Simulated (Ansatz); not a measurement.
Reaction (formal exchange of groups at a C–O bond): `O/C=C(/S)Cl` + CH₃OH → `OC/C=C(/S)Cl` + H₂O

Program: Ansatz. Geometries: PBE0-D4/def2-TZVP. ΔE: electronic, gas phase. CBS: MP2 limit from def2 TZ/QZ plus the TZ coupled-cluster correction, frozen cores. This one scheme is used for every species. Double bonds are as drawn, so ΔE can hold a change between cis and trans. DFT in def2-TZVPP. B3LYP here is the variant with VWN-RPA as its local correlation; programs differ in this. One conformer a species, not always the lowest.

Task: Is it downhill or uphill in electronic energy at CCSD(T)/CBS, and by how much? (Estimate.)

Result: The calculation gave: Downhill: ΔE = -30.5 kJ/mol.

Task: What do these levels give: PBE-D4, r2SCAN, B3LYP, CCSD(T)/def2-TZVPP, SCS-MP2/def2-QZVPP, HF/CBS(def2)? (Best estimate.)

Result: Ansatz gave: PBE-D4 -14.8, r2SCAN -14.1, B3LYP -11.3, CCSD(T)/def2-TZVPP -27.9, SCS-MP2/def2-QZVPP -30.0, HF/CBS(def2) -12.6 kJ/mol.

Largest T1 diagnostic among the species: 0.013.

In def2-TZVPP, CCSD(T) changes the Hartree–Fock value by −15.3 kJ/mol (the triples alone add −0.7 kJ/mol) and MP2 by −20.2 kJ/mol. The D4 term adds −5.7 kJ/mol with B3LYP and −3.4 kJ/mol with PBE0; it sums over pairs of atoms, weighted by their polarisabilities, and B3LYP, whose exchange is more repulsive, gets the larger term.
